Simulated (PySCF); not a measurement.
O2S, SMILES O=S=O (connectivity only; charge and spin as stated), charge -1, multiplicity 2. The structure is a stationary point at r2SCAN-D4/def2-TZVPD. The spin state was assumed, not searched.

Method: r2SCAN-D4/def2-TZVPD (PySCF).

Harmonic wavenumbers (cm⁻¹): 452, 985, 1093. Rotational constants (GHz): 46.51, 9.782, 8.082; symmetry number 2.

Q: Work out the zero-point energy and the ideal-gas rigid-rotor harmonic-oscillator thermochemistry at 298.15 K and 1 atm.

A: ZPE = ½ Σ hcν = ½ × 2529 cm⁻¹ = 3.62 kcal/mol. H − E(el) = 6.19 kcal/mol. Entropy in cal/(mol K): translation 38.39, rotation 20.62, vibration 0.95, spin 1.38, total 61.34. G − E(el) = -12.10 kcal/mol. Cp = 9.99 cal/(mol K).
